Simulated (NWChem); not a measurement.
System: hydrogen cyanide (CHN); SMILES N#C

```xyz
3

C      0.0000     0.0000    -0.4915
N      0.0000     0.0000     0.6622
H      0.0000     0.0000    -1.5711
```
Atoms are numbered in this order, from 1.

Geometry: optimised at PBE0/def2-SVP.

Problem. Give the principal values of the shielding tensors (ppm) of C1, N2 from B3LYP/pcSseg-1, GIAO (NWChem), with their diamagnetic and paramagnetic parts as GIAO splits them.

Solution. 
```
atom     σ11     σ22    σ33  isotropic  diamagnetic  paramagnetic
----  ------  ------  -----  ---------  -----------  ------------
C1     -34.6   -34.6  278.6       69.8        260.1        -190.3
N2    -250.3  -250.3  340.2      -53.5        334.6        -388.1
```
